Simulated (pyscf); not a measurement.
Structures and frequencies: ωB97X-D3(BJ)/def2-SVP in PySCF.

Q: H₃C–SiH(Cl)–Cl + hydrogen chloride (HCl) → methane (CH₄) + trichlorosilane (Cl–SiH(Cl)–Cl)
Surface: singlet. Broken: C–Si, Cl–H. Formed: C–H, Cl–Si. Give ΔE‡ and ΔE from ωB97M-D3(BJ)/def2-TZVP, relative to the separated reactants.

A: ΔE‡ = 44.1 kcal/mol, ΔE = -21.3 kcal/mol. Zero-point energy shifts the barrier by +0.5 kcal/mol. It is a four-centre exchange, with an imaginary mode of 694i cm⁻¹. This is the saddle that the search found; another between the same sides may lie lower.
